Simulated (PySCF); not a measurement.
H2P, SMILES [PH2], multiplicity 2. Geometry: ωB97X-D3(BJ)/def2-TZVPD. The isomer is the one that the SMILES or the coordinates give; other isomers of the formula were not compared.

Computed equilibrium geometry at ωB97X-D3(BJ)/def2-TZVPD (PySCF confirms it by a frequency run) as Cartesian coordinates in Å, and its point group:
point group C2v.
```xyz
3

P      0.0000     0.0000     0.1160
H      0.0000    -1.0212    -0.8702
H      0.0000     1.0212    -0.8702
```
Charge 0, spin multiplicity 2.
